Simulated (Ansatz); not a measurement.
Ideal-gas functions of C2Cl2O2, SMILES `O=C(Cl)C(=O)Cl` at 400 K and 1 bar, from an Ansatz frequency run at PBE0-D4/def2-TZVP.

Molar mass 126.93 g/mol, point group C2h (symmetry number 2), electronic degeneracy 1, moments of inertia 101.534, 336.769, 438.3 u Å². Harmonic wavenumbers (cm⁻¹, unscaled): 20, 205, 288, 392, 436, 502, 626, 743, 789, 1085, 1872, 1901.

Use S(trans) = R[1.5 ln M + 2.5 ln T − 1.1517]; rotational temperatures θ = 24.2544 K / I; S(rot) = R[ln(√π/σ · √(T³/θAθBθC)) + 1.5]; for each mode x = 1.438777 ν̃/T, S = R[x/(eˣ − 1) − ln(1 − e⁻ˣ)] and H = RT x/(eˣ − 1); 1 cm⁻¹ = 0.0119627 kJ/mol; R = 8.31446 J/(mol·K).

By hand: the entropy, in J/(mol·K).

Translation 175.4. Rotation: θ = 0.2389, 0.072, 0.0553 K, giving 115.1. Vibration, mode by mode: 30.20, 11.03, 8.38, 6.11, 5.38, 4.45, 3.13, 2.24, 1.97, 0.84, 0.08, 0.07, in all 73.9. Electronic 0.0. Sum 364.4 J/(mol·K).

By hand: H − E and G − E in kJ/mol, counted from the electronic energy.

Zero-point energy ½ × 8859 × 0.0119627 = 53.0; thermal vibration 13.9; translation, rotation and pV give 4 RT = 13.3. H − E = 80.2 kJ/mol, and G − E = 80.2 − 400 × 364.4/1000 = -65.6 kJ/mol.

Vibration gives 20 % of the entropy, 30.2 J/(mol·K) of it from the mode under 150 cm⁻¹: soft modes count most, and the harmonic formula is weakest for them. The sum counts one conformer and one mirror image; others add a mixing term.
